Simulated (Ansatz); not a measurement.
# Worked example: CH3Cl + C2H2F2 → CH3F + C2H2ClF

Species: CH3Cl (chloromethane) `CCl`, singlet; C2H2F2 (1,2-difluoroethene) `F/C=C/F`, singlet; CH3F (fluoromethane) `CF`, singlet; C2H2ClF (1-chloro-2-fluoroethylene) `F/C=C/Cl`, singlet. The partners trade Cl for F; both sit on C, so the bond types are kept.

Shapes, held fixed at every level: PBE0-D4/def2-TZVP. Programs: Ansatz 0.2.0. The zero-point and thermal change to 298 K, harmonic and unscaled (PBE0-D4/def2-TZVP), is +0.6 kJ/mol.

At CCSD(T)/CBS estimate; 1 Eh = 2625.50 kJ/mol:

```
species  energy (Eh)
  CH3Cl  -499.632200
 C2H2F2  -276.836386
   CH3F  -139.634611
C2H2ClF  -636.834666
```

**Question.** Work out ΔH(298 K) of the reaction at this level.

**Answer.** 
1. Products less reactants: (-139.634611) + (-636.834666) − [(-499.632200) + (-276.836386)] = -0.000691 Eh = -1.8 kJ/mol.
2. With the thermal change: -1.8 + (+0.6) = -1.2 kJ/mol.

Other levels give -4.7 (MP2/def2-TZVPP) to +2.8 kJ/mol (HF/def2-TZVPP). No measured value is set beside it here. The CBS estimate extrapolates MP2 from def2-TZVPP and def2-QZVPP and adds CCSD(T) − MP2 in the triple-zeta set, cores frozen. That is about zero within the method's error.
